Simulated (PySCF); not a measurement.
# Cl₂+: from the state search to spectroscopic constants

Aim: find the lowest electronic state of Cl₂+, scan its bond at several levels of theory, and get bond length, wavenumber and dissociation energy from each curve.

Program: PySCF 2.14.0. Level of theory: Cl 6-31G(d,p), no relativity. These are calculated values, not measurements.

### Step 1. The job

Settings of the job:

| Item | Value |
| --- | --- |
| atoms | Cl, Cl |
| charge | 1 |
| basis | Cl 6-31G(d,p) |
| Hamiltonian | no relativity |
| basis functions | 36 |
| electrons treated | 33 |
| masses in u | 34.9689, 34.9689 |
| levels | PBE0, PBE, r²SCAN, B3LYP, PW91, revPBE, LC-ωPBE, HF, MP2, SCS-MP2, CCSD, CCSD(T) |
| grid | 80 radial by 434 angular points |
| occupations | held fixed by the projection of orbital angular momentum |
| dissociation limit | Cl+ + Cl, each in its ground configuration |
| starting distance in angstrom | 2.040 |
| values of 2S to try | 1, 3 |

After this run come: The PBE0 curve of the state that the search chose; Excited determinants; PBE (GGA); r²SCAN (meta-GGA); B3LYP (global hybrid GGA); PW91; revPBE; LC-ωPBE; UHF (mean field); Correlated methods on the Hartree–Fock reference.

Before running it: what results should come out? Wanted: for each run, Re; ωe; De.

**Answer**, as computed:

Lowest PBE0 solution found, without spin–orbit coupling: ²Πg (doublet), unpaired electrons π ↑. State 2 has its PBE0 minimum 1.89 eV higher. The other levels ran on the lowest alone.

```
      level  Re (Å)  ωe (cm⁻¹)  De (eV)
        UHF   1.874        736     1.04
    UHF-MP2   1.930        600     2.88
UHF-SCS-MP2   1.931        602     2.73
   UHF-CCSD   1.926        621     2.62
UHF-CCSD(T)   1.940        590     2.81
        PBE   1.947        591     4.18
     revPBE   1.953        583     3.93
       PW91   1.948        590     4.20
     r²SCAN   1.929        614     3.78
      B3LYP   1.940        610     3.62
       PBE0   1.910        651     3.63
    LC-ωPBE   1.880        716     3.26
```

De is counted to Cl+ + Cl in their ground configurations.

Differences from CCSD(T) in the same basis:

```
      level  Re (mÅ)  ωe (%)
        UHF      -66   +24.7
    UHF-MP2      -10    +1.7
UHF-SCS-MP2       -9    +2.0
   UHF-CCSD      -14    +5.3
        PBE       +7    +0.1
     revPBE      +13    -1.3
       PW91       +9    -0.1
     r²SCAN      -11    +4.1
      B3LYP        0    +3.4
       PBE0      -30   +10.3
    LC-ωPBE      -60   +21.3
```

What this shows: Judged by CCSD(T) in the same basis: best bond length B3LYP (0 mÅ), worst UHF (-66 mÅ); best wavenumber PBE and PW91 (0.1 % off), worst UHF (+24.7 %). Hartree–Fock makes the bond too short and too stiff against this reference, as it mostly does. CCSD(T) in a basis this small is itself some way from its limit, more so than the functionals. Among the levels with a De in the table, it runs from 1.04 eV (UHF) to 4.20 eV (PW91).

Correlated steps freeze 10 core orbitals. At UHF the stretched side of the curve climbs above De, by a hump or because the determinant held fixed goes to a higher limit.
